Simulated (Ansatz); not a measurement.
The cluster Al₂Si, relaxed as a singlet with RKS B3LYP-D4/def2-TZVP in Ansatz, starting from the GFN2-xTB geometry. Force threshold 0.02 eV/Å.

The restricted singlet is unstable towards broken spin symmetry in Hartree–Fock (as tested in another run); at B3LYP-D4/def2-TZVP this wasn't settled. Another isomer (triplet) lies 1.89 eV lower at PBE0-D4/def2-TZVP; other spin states weren't run for this one.

Start:

```xyz
3

Al   -1.213    1.668   -1.289
Al    0.030   -0.039    0.029
Si    1.183   -1.629    1.260
```

Estimate the energy that the relaxation releases and the steps that it takes.

23.1 kJ/mol, in 4 steps; 8.5 s on 4 threads of Arm Neoverse V2 on a shared host. No frequencies were taken in this run, so the end may be a saddle point.

Does the start keep its bonding and symmetry?

By distances, no bond broke or formed. The bond that changes most is Al1–Al2, from 2.49 to 2.78 Å (atoms count from 1). Point group C∞v at the start, C∞v at the end, both within 0.05 Å.

Predict the relaxed structure.


Cartesian coordinates in Å:
```
Al -1.323 1.819 -1.406
Al 0.063 -0.084 0.065
Si 1.260 -1.735 1.341
```
Bond lengths (bridged metal pairs left out): 1 × Al–Al 2.78 Å; 1 × Al–Si 2.41 Å.
